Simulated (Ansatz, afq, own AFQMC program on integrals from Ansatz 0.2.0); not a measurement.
Two steps: Ansatz 0.2.0 writes the Fock matrix and Cholesky factors of the valence space, and afq projects on them the lowest state that overlaps trial and start.

```yaml
crystal:
  periodic: [false, false, false]
  atoms:
    - {symbol: As, position_ang: [0.000000, 0.000000, 0.000000]}
basis:
  gaussian: {orbitals: cc-pVQZ}
total_charge: 1
magnetization: {spin_polarized: true, initial_magnetization: 2}
correlation: {method: ccsd_t, electrons: outside_noble_gas, hamiltonian_folder: ham}
```

```sh
$ ansatz run in.yaml --threads 1 --pin off --events-out ev --progress --plain --max-ram 16896MiB --backend cuda --devices 0, --max-vram 18GiB
```

afq runs on the folder ham with

```
--method phaseless --trial hf --walkers 4000 --populations 20 --least-time 40 --time-step 0.005 --steps-per-block 20 --equilibration-blocks 112 --max-blocks 4000 --target-error 0.0006000 --factor-cut 1e-05 --start spin_pure --seed 2191 --taylor-order 6
```

Times are imaginary, in 1/Eh. The walk had a cap of 89 s. With eight or more populations the least sampling time is a fifth of least-time, and the error comes from their spread. Filled inner d shells are frozen with the cores.

Log:

```
orbitals 54  electrons 3 1  factors 402 of 432
reference energy -2233.89272424 Eh
CCSD correlation -0.07212208 Eh in 8 cycles, weight of the determinant in the CISD state 0.9520
energy of the start -2233.892811 Eh
 block  time / (1/Eh)  mean weight  energy / Eh
     1     0.100  1.0002  -2233.906013
     2     0.200  1.0003  -2233.916013
     3     0.300  1.0003  -2233.923592
     4     0.400  1.0002  -2233.929644
     5     0.500  1.0003  -2233.934416
    10     1.000  1.0001  -2233.950012
    29     2.900  1.0000  -2233.965209
    41     4.100  0.9999  -2233.969165
    49     4.900  0.9997  -2233.965483
    69     6.900  1.0000  -2233.967624
    89     8.900  0.9999  -2233.965559
   109    10.900  1.0001  -2233.965742
   129    12.900  0.9999  -2233.966224
   149    14.900  0.9998  -2233.965509
   169    16.900  1.0001  -2233.965443
   181    18.100  1.0001  -2233.963679
   189    18.900  0.9999  -2233.965253
error from the spread of 20 populations
energy -2233.965437 +/- 0.000463 Eh
(rows thinned)
```

The run passed its tests (sampling time, drift between the halves within three errors, error under three times the target), which doesn't prove that it has relaxed.

Against this walk (error 12.6 meV) on the same determinant: CCSD(T) 35.9 meV lower, CCSDT(Q) 48.4 meV lower, full CI for this spin (own frozen core, lowest symmetry allowed) 35.8 meV lower, a separate phaseless walk with a CISD trial and standard settings 44.9 ± 12.6 meV lower. The error is statistical and leaves out the bias of the constraint. CCSDT(Q) is the surest value here, so the walk's 48 meV above it is most likely the bias of the constraint with this trial, which can have either sign.

Cautions: constraint bias not in the error; no relativity below Rb; no spin-orbit coupling; inner d shell frozen.

The walk took 18 s on 2 threads of a server CPU with a shared H100 80 GB, shared host (the card was shared). The log's last line is the phaseless energy.

CCSDT and higher add their correlation energy to the determinant of the CCSD(T) run, since their own runs factorise the integrals more tightly (a shift of under 2 meV). A walk keeps the symmetry of its determinant, which the program's search chose and which needn't be the lowest solution, so a lower state of the same spin and another symmetry isn't excluded.
